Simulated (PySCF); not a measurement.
# HF/cc-pVDZ run of C2Cl2O2 (oxalyl chloride)

We compute a structure relaxation of C2Cl2O2 (oxalyl chloride). The job is set up through a Python script.

The results are computed with PySCF 2.14.0.

2 further runs of the same task are left out: 2 set aside as unsound or not needed.

## 1. The molecule

C2Cl2O2: 6 atoms, total charge 0, spin state singlet. As SMILES, `O=C(Cl)C(=O)Cl`. Geometry: relaxed at GFN2-xTB. This is one conformer, not always the lowest. The run starts from this shape.

Bond lengths: O1–C2 1.184 Å, C2–Cl3 1.732 Å, C2–C4 1.532 Å, C4–O5 1.185 Å, C4–Cl6 1.732 Å. Angles: O1–C2–Cl3 123.6°, O1–C2–C4 125.9°, Cl3–C2–C4 110.5°, C2–C4–O5 125.9°, C2–C4–Cl6 110.5°, O5–C4–Cl6 123.6°.

## 2. A geometry optimisation at HF/cc-pVDZ

run.py reads:

```python
from pyscf import gto
from pyscf.geomopt.geometric_solver import kernel as optimise

mol = gto.M(
    atom=[
    ('O', (-0.670180, 0.059580, -1.613040)),
    ('C', (-0.362030, -0.380690, -0.557540)),
    ('Cl', (-0.684020, -2.010680, -0.068200)),
    ('C', (0.363500, 0.380170, 0.556770)),
    ('O', (0.683120, -0.063730, 1.607450)),
    ('Cl', (0.669620, 2.015350, 0.074560)),
],
    max_memory=1860,
    verbose=3,
    basis='cc-pvdz',
)

hf = mol.RHF()
hf.conv_tol = 1e-10
converged, mol_eq = optimise(hf, maxsteps=60, convergence_set='GAU_TIGHT')
print('converged:', converged)
print(mol_eq.tostring())

hf.reset(mol_eq)
mol = mol_eq
hf.kernel()
if not hf.converged:
    hf = hf.newton().run(hf.mo_coeff, hf.mo_occ)
e_tot = hf.e_tot
print(f'total energy: {e_tot:.8f} hartree')
```

On the command line:

```sh
$ OMP_NUM_THREADS=1 python run.py
```

Output:

```text
convergence_set           GAU_TIGHT
maxiter                   60
----------------------------------------------------------
Custom engine selected.
Bonds will be generated from interatomic distances less than 1.20 times sum of covalent radii
18 internal coordinates being used (instead of 18 Cartesians)
Internal coordinate system (atoms numbered from 1):
Distance 1-2
Distance 2-3
Distance 2-4
Distance 4-5
Distance 4-6
Angle 1-2-4
Angle 3-2-4
Angle 2-4-6
Angle 5-4-6
Out-of-Plane 2-1-3-4
Out-of-Plane 4-2-5-6
Dihedral 1-2-4-5
Dihedral 1-2-4-6
Dihedral 3-2-4-5
Dihedral 3-2-4-6
Translation-X 1-6
Translation-Y 1-6
Translation-Z 1-6
Rotation-A 1-6
Rotation-B 1-6
Rotation-C 1-6
> ===== Optimization Info: ====
> Job type: Energy minimization
> Maximum number of optimization cycles: 60
> Initial / maximum trust radius (Angstrom): 0.100 / 0.300
> Convergence Criteria:
> Will converge when all 5 criteria are reached:
>  |Delta-E| < 1.00e-06
>  RMS-Grad  < 1.00e-05
>  Max-Grad  < 1.50e-05
>  RMS-Disp  < 4.00e-05
>  Max-Disp  < 6.00e-05
> === End Optimization Info ===

Geometry optimization cycle 1
Cartesian coordinates (Angstrom)
 Atom        New coordinates             dX        dY        dZ
   O  -0.670180   0.059580  -1.613040    0.000000  0.000000  0.000000
   C  -0.362030  -0.380690  -0.557540    0.000000  0.000000  0.000000
  Cl  -0.684020  -2.010680  -0.068200    0.000000  0.000000  0.000000
   C   0.363500   0.380170   0.556770    0.000000  0.000000  0.000000
   O   0.683120  -0.063730   1.607450    0.000000  0.000000  0.000000
  Cl   0.669620   2.015350   0.074560    0.000000  0.000000  0.000000

WARN: Mole.unit (angstrom) is changed to Bohr

converged SCF energy = -1144.46412210454
--------------- RHF_Scanner gradients ---------------
         x                y                z
0 O    -0.0142367537     0.0136085065    -0.0436527614
1 C     0.0140295917    -0.0016120682     0.0341225805
2 Cl     0.0032269429     0.0061087419     0.0029311905
3 C    -0.0146683664     0.0018197161    -0.0340760432
4 O     0.0148163477    -0.0138223017     0.0436080771
5 Cl    -0.0031677621    -0.0061025946    -0.0029330436
----------------------------------------------
cycle 1: E = -1144.4641221  dE = -1144.46  norm(grad) = 0.0863789
Step    0 : Gradient = 3.526e-02/4.809e-02 (rms/max) Energy = -1144.4641221045
Hessian Eigenvalues: 2.30000e-02 2.93390e-02 3.01594e-02 ... 3.22935e-01 1.12992e+00 1.13053e+00

Geometry optimization cycle 2
Cartesian coordinates (Angstrom)
 Atom        New coordinates             dX        dY        dZ
   O  -0.670801   0.013444  -1.579867   -0.000621 -0.046136  0.033173
   C  -0.361384  -0.402394  -0.539742    0.000646 -0.021704  0.017798
  Cl  -0.691497  -2.043895  -0.062334   -0.007477 -0.033215  0.005866
   C   0.369670   0.434597   0.529497    0.006170  0.054427 -0.027273
   O   0.638666  -0.093757   1.529006   -0.044454 -0.030027 -0.078444
  Cl   0.715356   2.092005   0.123440    0.045736  0.076655  0.048880
converged SCF energy = -1144.46469468163
--------------- RHF_Scanner gradients ---------------
         x                y                z
0 O     0.0007735530    -0.0027752850     0.0038675861
1 C     0.0018516007    -0.0112488832     0.0125830473
2 Cl    -0.0010162186     0.0002709021    -0.0025597654
3 C     0.0063641032     0.0215160402    -0.0016449907
4 O    -0.0099777783    -0.0143100511    -0.0122944033
5 Cl     0.0020047401     0.0065472771     0.0000485261
----------------------------------------------
cycle 2: E = -1144.46469468  dE = -0.000572577  norm(grad) = 0.0364381
Step    1 : Displace = 6.873e-02/1.018e-01 (rms/max) Trust = 1.000e-01 (=) Grad = 1.488e-02/2.250e-02 (rms/max) E (change) = -1144.4646946816 (-5.726e-04) Quality = 0.124
Hessian Eigenvalues: 2.29998e-02 2.93390e-02 3.01604e-02 ... 6.02437e-01 1.07482e+00 1.13131e+00

Geometry optimization cycle 3
Cartesian coordinates (Angstrom)
 Atom        New coordinates             dX        dY        dZ
   O  -0.663015   0.034640  -1.577043    0.007786  0.021196  0.002824
   C  -0.363911  -0.403634  -0.544456   -0.002527 -0.001240 -0.004714
  Cl  -0.704197  -2.049631  -0.087078   -0.012700 -0.005736 -0.024744
   C   0.368390   0.412357   0.542660   -0.001280 -0.022241  0.013163
   O   0.665641  -0.055859   1.562995    0.026975  0.037898  0.033988
  Cl   0.697101   2.062127   0.102922   -0.018255 -0.029877 -0.020518
converged SCF energy = -1144.46710475712
--------------- RHF_Scanner gradients ---------------
         x                y                z
0 O     0.0009105704    -0.0021863394     0.0037116159
1 C    -0.0000035291    -0.0044813487     0.0034288773
2 Cl    -0.0011516360    -0.0002227726    -0.0024912288
3 C     0.0022890840     0.0087289549    -0.0015846006
4 O    -0.0028924134    -0.0024141833    -0.0047462838
5 Cl     0.0008479241     0.0005756891     0.0016816199
----------------------------------------------
cycle 3: E = -1144.46710476  dE = -0.00241008  norm(grad) = 0.0135408
Step    2 : Displace = 3.413e-02/5.779e-02 (rms/max) Trust = 3.437e-02 (-) Grad = 5.528e-03/9.162e-03 (rms/max) E (change) = -1144.4671047571 (-2.410e-03) Quality = 0.879
Hessian Eigenvalues: 2.29997e-02 2.93390e-02 3.01604e-02 ... 8.28749e-01 9.93722e-01 1.13234e+00

Geometry optimization cycle 4
Cartesian coordinates (Angstrom)
 Atom        New coordinates             dX        dY        dZ
   O  -0.657622   0.063880  -1.584715    0.005392  0.029240 -0.007672
   C  -0.367204  -0.397428  -0.556444   -0.003293  0.006206 -0.011988
  Cl  -0.689222  -2.036735  -0.064211    0.014975  0.012896  0.022867
   C   0.362727   0.392745   0.546486   -0.005663 -0.019612  0.003826
[... 2 lines left out ...]
converged SCF energy = -1144.46721772828
[... 22 lines left out ...]
converged SCF energy = -1144.46745263993
[... 22 lines left out ...]
converged SCF energy = -1144.4674629862
[... 22 lines left out ...]
converged SCF energy = -1144.46747245896
[... 22 lines left out ...]
converged SCF energy = -1144.4674725962
[... 22 lines left out ...]
converged SCF energy = -1144.4674726614
[... 22 lines left out ...]
converged SCF energy = -1144.46747272169
[... 13 lines left out ...]
Geometry optimization cycle 11
Cartesian coordinates (Angstrom)
 Atom        New coordinates             dX        dY        dZ
   O  -0.665088   0.049284  -1.580605   -0.001490  0.000397  0.000579
   C  -0.365762  -0.397976  -0.551348   -0.000179  0.000061  0.000068
  Cl  -0.696518  -2.045764  -0.085824    0.001610 -0.000556 -0.000670
   C   0.366344   0.397852   0.551050   -0.000102  0.000090  0.000030
   O   0.669062  -0.050746   1.578732   -0.001494  0.000428  0.000616
  Cl   0.691971   2.047350   0.087995    0.001654 -0.000420 -0.000624
converged SCF energy = -1144.46747281331
--------------- RHF_Scanner gradients ---------------
         x                y                z
0 O    -0.0000023843    -0.0000084198    -0.0000173893
1 C     0.0000055684     0.0000420072    -0.0000058130
2 Cl    -0.0000134863    -0.0000492149     0.0000182212
3 C     0.0000062669    -0.0000261989     0.0000146499
4 O    -0.0000040213    -0.0000237756     0.0000009851
5 Cl     0.0000080565     0.0000656019    -0.0000106540
----------------------------------------------
cycle 11: E = -1144.46747281  dE = -9.16218e-08  norm(grad) = 0.000105589
Step   10 : Displace = 1.427e-03/1.830e-03 (rms/max) Trust = 6.895e-02 (+) Grad = 4.311e-05/6.695e-05 (rms/max) E (change) = -1144.4674728133 (-9.162e-08) Quality = 1.433
Hessian Eigenvalues: 1.77037e-03 3.35154e-02 4.99994e-02 ... 1.01721e+00 1.14186e+00 1.21873e+00

Geometry optimization cycle 12
Cartesian coordinates (Angstrom)
 Atom        New coordinates             dX        dY        dZ
   O  -0.666821   0.049857  -1.579832   -0.001733  0.000573  0.000774
   C  -0.366102  -0.397880  -0.551183   -0.000340  0.000096  0.000165
  Cl  -0.694445  -2.046415  -0.086758    0.002073 -0.000651 -0.000934
   C   0.366027   0.397964   0.551182   -0.000317  0.000112  0.000132
   O   0.667326  -0.050151   1.579505   -0.001737  0.000595  0.000773
  Cl   0.694025   2.046625   0.087085    0.002054 -0.000726 -0.000910
converged SCF energy = -1144.46747287164
--------------- RHF_Scanner gradients ---------------
         x                y                z
0 O     0.0000061596    -0.0000090633    -0.0000190742
1 C    -0.0000188236     0.0000331386     0.0000125422
2 Cl     0.0000001553    -0.0000379717     0.0000054751
3 C    -0.0000028102     0.0000040429    -0.0000052272
4 O     0.0000040462    -0.0000229861     0.0000121691
5 Cl     0.0000112727     0.0000328395    -0.0000058850
----------------------------------------------
cycle 12: E = -1144.46747287  dE = -5.83273e-08  norm(grad) = 7.44989e-05
Step   11 : Displace = 1.796e-03/2.365e-03 (rms/max) Trust = 9.751e-02 (+) Grad = 3.041e-05/4.012e-05 (rms/max) E (change) = -1144.4674728716 (-5.833e-08) Quality = 1.095
Hessian Eigenvalues: 1.58138e-03 4.12111e-02 4.99993e-02 ... 9.46322e-01 1.14083e+00 1.20007e+00

Geometry optimization cycle 13
Cartesian coordinates (Angstrom)
 Atom        New coordinates             dX        dY        dZ
   O  -0.667263   0.050042  -1.579604   -0.000442  0.000185  0.000228
   C  -0.366016  -0.397923  -0.551204    0.000086 -0.000044 -0.000021
  Cl  -0.694062  -2.046500  -0.086960    0.000383 -0.000085 -0.000202
   C   0.366078   0.397929   0.551164    0.000051 -0.000035 -0.000018
   O   0.666894  -0.049967   1.579726   -0.000432  0.000184  0.000220
  Cl   0.694379   2.046420   0.086877    0.000354 -0.000205 -0.000207
converged SCF energy = -1144.46747288235
--------------- RHF_Scanner gradients ---------------
         x                y                z
0 O    -0.0000089167     0.0000015251    -0.0000077770
1 C     0.0000094087     0.0000027747     0.0000026965
2 Cl    -0.0000049983    -0.0000094218     0.0000034277
3 C     0.0000116634     0.0000053667    -0.0000157431
4 O    -0.0000049766    -0.0000071877     0.0000151457
5 Cl    -0.0000021805     0.0000069431     0.0000022503
----------------------------------------------
cycle 13: E = -1144.46747288  dE = -1.07113e-08  norm(grad) = 3.38797e-05
Step   12 : Displace = 4.019e-04/5.304e-04 (rms/max) Trust = 1.379e-01 (+) Grad = 1.383e-05/2.031e-05 (rms/max) E (change) = -1144.4674728824 (-1.071e-08) Quality = 0.761
Hessian Eigenvalues: 1.74026e-03 4.99985e-02 5.00000e-02 ... 8.83451e-01 1.14062e+00 1.17444e+00

Geometry optimization cycle 14
Cartesian coordinates (Angstrom)
 Atom        New coordinates             dX        dY        dZ
   O  -0.667117   0.050019  -1.579643    0.000146 -0.000022 -0.000040
   C  -0.366044  -0.397919  -0.551184   -0.000028  0.000004  0.000020
  Cl  -0.694166  -2.046457  -0.086931   -0.000104  0.000043  0.000029
   C   0.366037   0.397928   0.551187   -0.000041 -0.000001  0.000022
   O   0.667038  -0.049997   1.579675    0.000144 -0.000030 -0.000051
  Cl   0.694262   2.046426   0.086896   -0.000117  0.000006  0.000019
converged SCF energy = -1144.46747288508
--------------- RHF_Scanner gradients ---------------
         x                y                z
0 O     0.0000001966    -0.0000006629     0.0000000890
1 C    -0.0000003462     0.0000025839    -0.0000003660
2 Cl    -0.0000001960    -0.0000021626     0.0000003536
3 C     0.0000001019     0.0000024088    -0.0000022824
4 O     0.0000003342    -0.0000012865     0.0000019047
5 Cl    -0.0000000905    -0.0000008808     0.0000003011
----------------------------------------------
cycle 14: E = -1144.46747289  dE = -2.73144e-09  norm(grad) = 5.43581e-06
Step   13 : Displace = 1.145e-04/1.553e-04 (rms/max) Trust = 1.950e-01 (+) Grad = 2.219e-06/3.320e-06 (rms/max) E (change) = -1144.4674728851 (-2.731e-09) Quality = 1.041
Hessian Eigenvalues: 1.70327e-03 4.99982e-02 5.00000e-02 ... 8.79712e-01 1.14115e+00 1.16789e+00

Geometry optimization cycle 15
Cartesian coordinates (Angstrom)
 Atom        New coordinates             dX        dY        dZ
   O  -0.667097   0.050015  -1.579650    0.000020 -0.000004 -0.000007
   C  -0.366039  -0.397922  -0.551186    0.000004 -0.000003 -0.000002
  Cl  -0.694190  -2.046447  -0.086922   -0.000023  0.000009  0.000009
   C   0.366040   0.397925   0.551186    0.000003 -0.000003 -0.000000
   O   0.667058  -0.050002   1.579668    0.000020 -0.000005 -0.000007
  Cl   0.694238   2.046432   0.086904   -0.000024  0.000006  0.000008
converged SCF energy = -1144.46747288512
--------------- RHF_Scanner gradients ---------------
         x                y                z
0 O     0.0000005100    -0.0000005010     0.0000007436
1 C    -0.0000001132     0.0000011497    -0.0000011779
2 Cl    -0.0000003851    -0.0000005538     0.0000003783
3 C    -0.0000000998     0.0000008055    -0.0000006974
4 O     0.0000004960    -0.0000003087     0.0000004220
5 Cl    -0.0000004080    -0.0000005917     0.0000003316
----------------------------------------------
cycle 15: E = -1144.46747289  dE = -3.86535e-11  norm(grad) = 2.58367e-06
Step   14 : Displace = 1.990e-05/2.643e-05 (rms/max) Trust = 2.758e-01 (+) Grad = 1.055e-06/1.650e-06 (rms/max) E (change) = -1144.4674728851 (-3.865e-11) Quality = 1.629
Hessian Eigenvalues: 1.70327e-03 4.99982e-02 5.00000e-02 ... 8.79712e-01 1.14115e+00 1.16789e+00
Converged! =D

converged: True
O          -0.66709711        0.05001526       -1.57965002
C          -0.36603948       -0.39792242       -0.55118559
Cl         -0.69418972       -2.04644741       -0.08692219
C           0.36603990        0.39792466        0.55118624
O           0.66705818       -0.05000196        1.57966759
Cl          0.69423823        2.04643187        0.08690396
converged SCF energy = -1144.46747288512
total energy: -1144.46747289 hartree
```

Run time: 1.9 min. Hardware: 1 thread of Arm Neoverse V2, shared host; peak memory 0.23 GiB.

The path in brief:

```tsv
step	energy from the first frame kept (eV)	largest force (eV/Å)
0	0.0000	2.4727
1	-0.0156	1.1569
2	-0.0812	0.4711
3	-0.0842	0.3875
4	-0.0906	0.1314
5	-0.0909	0.0967
6	-0.0912	0.0169
7	-0.0912	0.0044
8	-0.0912	0.0058
9	-0.0912	0.0044
10	-0.0912	0.0034
11	-0.0912	0.0021
12	-0.0912	0.0010
13	-0.0912	0.0002
14	-0.0912	0.0001
```

After the run. Bond lengths: O1–C2 1.161 Å, C2–Cl3 1.744 Å, C2–C4 1.544 Å, C4–O5 1.161 Å, C4–Cl6 1.744 Å. Angles: O1–C2–Cl3 123.5°, O1–C2–C4 123.8°, Cl3–C2–C4 112.7°, C2–C4–O5 123.8°, C2–C4–Cl6 112.7°, O5–C4–Cl6 123.5°.

## 3. Outcome

Level: HF/cc-pVDZ.

| quantity | value |
| --- | --- |
| total energy at the end | -1144.46747 Eh |
| dipole moment | 0.00 D |
| HOMO energy | -12.64 eV |
| LUMO energy | 0.92 eV |
| HOMO–LUMO gap | 13.55 eV |

At the final geometry: Bond lengths: O1–C2 1.161 Å, C2–Cl3 1.744 Å, C2–C4 1.544 Å, C4–O5 1.161 Å, C4–Cl6 1.744 Å. Angles: O1–C2–Cl3 123.5°, O1–C2–C4 123.8°, Cl3–C2–C4 112.7°, C2–C4–O5 123.8°, C2–C4–Cl6 112.7°, O5–C4–Cl6 123.5°. The optimisation took 14 steps and changed the energy by -0.091 eV. Mulliken charges run from -0.18 on O1 to +0.22 on C2; they depend strongly on the basis.
